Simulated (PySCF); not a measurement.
Substituent chemical shifts

Parent skeleton `[BH3-:1][NH3+:2]`; one hydrogen on atom 1 is replaced by X. Hydrogens on one atom are averaged.

Theoretical values (PySCF): PBE0-D3(BJ)/def2-SVP structure, PBE0/pcSseg-1 with gauge-including orbitals. Rapidly exchanging positions averaged, non-relativistic, one computed conformer, isolated molecule.

Scale: ¹¹B (σref 100.73) vs BF3·OEt2; ¹⁵N (σref 265.67) vs NH3; ¹H (σref 31.27) against TMS (reference shieldings calculated alike).

Parent (X = H): B1 -24.2, N2 40.3, H(B1) 2.22 ppm. Effects are Δδ = δ(X) − δ(H), positive for deshielding.

Four derivatives gave (Δδ, ppm):
```
compound     B1     N2  H(B1)
       1   -5.5   -2.2  -0.28
       2  +16.8  +16.3  +1.06
       3  +12.1  +22.5  +0.63
       4   +4.8   -4.3  -0.12
```

Question: Their substituents are B(OH)2, CH2OH, NH2, OSiH3. Which is which?

Answer: 1: X = B(OH)2 ([NH3+][BH2-]B(O)O); 2: X = OSiH3 ([NH3+][BH2-]O[SiH3]); 3: X = NH2 (N[BH2-][NH3+]); 4: X = CH2OH ([NH3+][BH2-]CO).

Experimental scales use liquid or dissolved standards, which lie at an offset from isolated NH3 (liquid NH3: subtract about 20 ppm).
